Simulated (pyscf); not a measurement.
## Addition across a multiple bond or ene-type step: HC≡N + H₂C=CH₂ -> H₂C=CH–CH=NH

Gas phase, singlet surface, charge 0. Bonds broken: C4–H6. Bonds formed: C1–C4, N2–H6. Optimised with ωB97X-D3(BJ)/def2-SVP in PySCF.

Transition state (Å):

```xyz
9

C     -0.1025     1.4987    -1.1384
N      0.5262     2.4161    -1.6687
H     -0.0982     1.0663    -0.1245
C     -0.9920     1.0424    -2.3284
C     -0.8014    -0.2306    -2.8497
H     -0.4235     1.8815    -3.0005
H     -1.9348     1.5988    -2.2232
H     -0.4202    -1.0434    -2.2231
H     -0.8523    -0.4141    -3.9270
```

One imaginary mode, 1189i cm⁻¹; descent along it reached the two sides named.

| bond | change | reactant side (Å) | saddle | product side |
|---|---|---|---|---|
| C4–H6 | breaks | 1.096 | 1.216 | 2.517 |
| C1–C4 | forms | 3.7 | 1.554 | 1.479 |
| N2–H6 | forms | 5.0 | 1.721 | 1.029 |

Electronic energies relative to the separated reactants (kJ/mol):

```json
[
 {"level": "ωB97X-D3(BJ)/def2-TZVP", "barrier": "332.8", "reaction energy": "-66.6", "reverse barrier": "399.5"},
 {"level": "PBE/def2-TZVP", "barrier": "229.9", "reaction energy": "-76.0", "reverse barrier": "305.9"},
 {"level": "r²SCAN/def2-TZVP", "barrier": "252.7", "reaction energy": "-76.5", "reverse barrier": "329.3"},
 {"level": "B3LYP-D3(BJ)/def2-TZVP", "barrier": "291.5", "reaction energy": "-64.1", "reverse barrier": "355.7"},
 {"level": "PBE0-D3(BJ)/def2-TZVP", "barrier": "269.5", "reaction energy": "-86.7", "reverse barrier": "356.3"},
 {"level": "M06-2X/def2-TZVP", "barrier": "330.3", "reaction energy": "-58.4", "reverse barrier": "388.7"},
 {"level": "ωB97M-D3(BJ)/def2-TZVP", "barrier": "334.7", "reaction energy": "-57.0", "reverse barrier": "391.7"},
 {"level": "HF/def2-TZVP", "barrier": "483.6", "reaction energy": "-30.5", "reverse barrier": "514.1"}
]
```

With ωB97M-D3(BJ)/def2-TZVP energies and thermal terms (ideal gas, 1 atm, RRHO with modes under 100 cm⁻¹ raised to 100, one conformer, R ln 2 for chiral ones without a mode under 150 cm⁻¹), in kJ/mol:

| T (K) | ΔH‡ | ΔG‡ | ΔH | ΔG |
|---|---|---|---|---|
| 298 | 328.1 | 369.5 | -43.9 | -2.2 |
| 600 | 327.8 | 411.8 | -44.5 | +40.4 |
| 900 | 329.4 | 453.4 | -42.8 | +82.6 |
| 1200 | 331.6 | 494.5 | -40.0 | +124.0 |

The same reactants have a lower exit, to cyclic C₃H₅N (SMILES C1=NCC1) (barrier +262.8 kJ/mol at ωB97M-D3(BJ)/def2-TZVP, against +334.7 kJ/mol here). H₂C=CH–CH=NH lies 89.5 kJ/mol over its isomer H₃C–CH₂–C≡N (electronic energy, ωB97M-D3(BJ)/def2-TZVP). This is the saddle that the search found; another between the same sides may lie lower. One closed-shell reference is unstable to symmetry breaking; treat the single-reference values with care.
